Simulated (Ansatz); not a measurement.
# Relative stability

Two relaxed structures of LiAlH$_{2}$, singlet (PBE0-D4/def2-TZVP; forces vanish, vibrations not checked).

A:

```csv
atom,x (Å),y (Å),z (Å)
Li1,1.2311,0.3530,-0.0890
Al2,-1.3032,-0.3737,0.0942
H3,0.3151,-0.8279,0.7727
H4,-0.2748,0.8394,-0.7756
```

B:

```xyz
4
angstrom
Li -2.8633 -0.3109 -0.2701
Al -0.4533 -0.2515 0.0826
H 0.6983 -0.8293 1.0647
H -1.8298 -1.0571 0.9168
```

Ansatz 0.2.0; basis: def2-TZVPP; cores frozen in the correlated methods. The outer core shell of Li, Na, Mg and K is correlated. B3LYP uses VWN-RPA correlation.

Q: Which structure is lower at CCSD(T), and by how much? (An estimate is asked for; the value comes from the calculation.)

A: Computed: A, by 9.58 kcal/mol (electronic energy, against the other). By their contacts, A is LiAlH₂ ([H]1[Li]2[H][Al]12) and B is LiAlH₂ ([H]1[Li][AlH]1).

All methods give the same order:

```json
{"method": "PBE-D4", "E(B) − E(A) (kcal/mol)": "9.82"}
{"method": "r2SCAN-D4", "E(B) − E(A) (kcal/mol)": "8.56"}
{"method": "PBE0-D4", "E(B) − E(A) (kcal/mol)": "9.35"}
{"method": "B3LYP-D4", "E(B) − E(A) (kcal/mol)": "10.62"}
{"method": "wB97M-V", "E(B) − E(A) (kcal/mol)": "11.03"}
{"method": "HF", "E(B) − E(A) (kcal/mol)": "8.71"}
{"method": "MP2", "E(B) − E(A) (kcal/mol)": "9.45"}
{"method": "CCSD", "E(B) − E(A) (kcal/mol)": "9.62"}
{"method": "CCSD(T)", "E(B) − E(A) (kcal/mol)": "9.58"}
```

No T1 diagnostic of these runs exceeds 0.013. The restricted Hartree–Fock reference is unstable towards an unrestricted one at one or more of these structures.

Labels in which every atom is bracketed show which atoms are joined, not bond orders.

For scale, one of the runs: CCSD(T)/def2-TZVPP, 89 basis functions, launched by `ansatz run in.yaml --threads 2 --pin off --events-out ev --progress --plain --max-ram 4352MiB`. Hardware: 2 CPU threads of an Arm Neoverse V1, shared host. Wall time about 1.1 s.
